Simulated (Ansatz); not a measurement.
# AlH₂+ (triplet): wave-function methods side by side at distance Al1–H2 = 1.722 Å, cc-pVTZ

Aim: climb from Hartree-Fock through coupled cluster and multireference methods for AlH₂+ (triplet) at one geometry and basis, and see what each rung misses.

The runs use Ansatz 0.2.0, Gaussian basis; cc-pVTZ, core rule «outside noble gas», up to 5 orbitals frozen.

The runs, in order: UHF; CCSD(T) on ROHF; CCSD(T) on UHF; BCCD(T) on ROHF; CISD; CCSDT(Q) on ROHF; CCSDT(Q) on UHF; CASSCF and MRCISD+Q, 4 electrons in 4 orbitals; CASSCF and NEVPT2, 4 electrons in 4 orbitals; CASSCF and MRCISD+Q, 4 electrons in 6 orbitals; CASSCF and NEVPT2, 4 electrons in 6 orbitals; Full CI.

19 further runs of the same task are left out: 4 for a known fault of the program, 9 that didn't finish, 6 set aside as unsound or not needed.

## Step 1: The system

The geometry derives from a PBE0/def2-TZVP stationary point (not a proven minimum). One bond is set to the value named and the two fragments are kept rigid.

3 atoms, charge 1, spin multiplicity 3.

Atoms are counted from 1 here; the program's logs count them from 0.

Bond lengths: Al1–H2 1.722 Å, Al1–H3 1.722 Å. Angles: H2–Al1–H3 63.0°.

## Step 2: UHF

in.yaml

```yaml
crystal:
  periodic: [false, false, false]
  atoms:
    - {symbol: Al, position_ang: [0.000000, 0.000000, -0.102095]}
    - {symbol: H, position_ang: [0.000000, 0.899579, 1.366496]}
    - {symbol: H, position_ang: [0.000000, -0.899579, 1.366496]}
basis:
  gaussian: {orbitals: cc-pVTZ}
total_charge: 1
magnetization: {spin_polarized: true, initial_magnetization: 2}
hamiltonian: {xc: hf}
output: {orbitals: {seedname: orbitals}}
```

Launch:

```console
$ ansatz run in.yaml --threads 1 --pin off --events-out ev --progress --plain --max-ram 2393MiB
```

After this run come: CCSD(T) on ROHF; CCSD(T) on UHF; BCCD(T) on ROHF; CISD; CCSDT(Q) on ROHF; CCSDT(Q) on UHF; CASSCF and MRCISD+Q, 4 electrons in 4 orbitals; CASSCF and NEVPT2, 4 electrons in 4 orbitals; CASSCF and MRCISD+Q, 4 electrons in 6 orbitals; CASSCF and NEVPT2, 4 electrons in 6 orbitals; Full CI.

**Question.** What will the summary of the whole plan be? Wanted: FCI below the RHF energy; RMP2 from FCI; UMP2 from FCI; RCCSD from FCI; RCCSD(T) from FCI; UCCSD(T) from FCI; RCCSDT(Q) from FCI; UCCSDT(Q) from FCI; NEVPT2 pair from FCI.

**Answer**, as computed:

| quantity | value |
| --- | --- |
| FCI below the RHF energy | -1.9081 eV |
| RMP2 from FCI | +10.67 kcal/mol |
| UMP2 from FCI | +11.28 kcal/mol |
| RCCSD from FCI | +1.26 kcal/mol |
| RCCSD(T) from FCI | +0.31 kcal/mol |
| UCCSD(T) from FCI | +0.28 kcal/mol |
| RCCSDT(Q) from FCI | 0.00 kcal/mol |
| UCCSDT(Q) from FCI | -0.03 kcal/mol |
| NEVPT2 pair from FCI | +10.88 kcal/mol |
| MRCISD+Q pair from FCI | -0.16 kcal/mol |
| NEVPT2 valence from FCI | +5.53 kcal/mol |
| levels within 1 kcal/mol (43 meV) | RCCSD(T), UCCSD(T), BCCD(T), RCCSDT, UCCSDT, RCCSDT(Q), UCCSDT(Q), MRCISD+Q pair, MRCISD valence, MRCISD+Q valence |
| T1 diagnostic | 0.035 |
| effectively unpaired electrons | 2.03 |

**Reading.** RCCSD(T) misses by +0.31 kcal/mol, 0.7 % of the correlation energy. MRCISD+Q pair falls below full CI: the +Q correction isn't variational, and the cores differ from full CI's. One determinant dominates. Of the multireference levels listed MRCISD+Q valence comes nearest in total energy (+0.08 kcal/mol), which doesn't show that its space is the better one. These misses are within one basis, not against nature; the frozen cores of restricted and unrestricted runs differ, which can shift their rows.
